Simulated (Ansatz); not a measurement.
```yaml
crystal:
  periodic: [false, false, false]
  atoms:
    - {symbol: Hf, position_ang: [0.000000, 0.000000, 0.000000]}
    - {symbol: O, position_ang: [0.000000, 0.000000, 2.110000]}
basis:
  gaussian: {orbitals: def2-TZVP}
magnetization: {spin_polarized: true, initial_magnetization: 2}
hamiltonian: {xc: pbe0}
relax: {f_tol: 0.004, max_steps: 80}
```

```sh
$ ansatz run in.yaml --threads 1 --pin off --events-out ev --progress --plain --max-ram 2176MiB
```

Steps of the relaxation (energy above the last step; positions in Å, forces in eV/Å):

```
2
step 1, 1881.4 meV
Hf    0.000    0.000    0.000    0.000    0.000    7.517
O     0.000    0.000    2.110    0.000    0.000   -7.517
```

```
2
step 2, 11.1 meV
Hf    0.000    0.000    0.195    0.000    0.000   -1.069
O     0.000    0.000    1.915    0.000    0.000    1.069
```

```
2
step 3, 1.6 meV
Hf    0.000    0.000    0.180    0.000    0.000    0.387
O     0.000    0.000    1.930    0.000    0.000   -0.387
```

```
2
step 4, 0.0 meV
Hf    0.000    0.000    0.184    0.000    0.000    0.002
O     0.000    0.000    1.926    0.000    0.000   -0.002
```

Close pairs at the end: Hf1–O2 1.741 Å.

A stationary point of unrestricted PBE0 after 4 steps, with ⟨S²⟩ = 2.008 against 2.00 for a pure state. 14 s on 1 thread of Arm Neoverse V1, shared host.
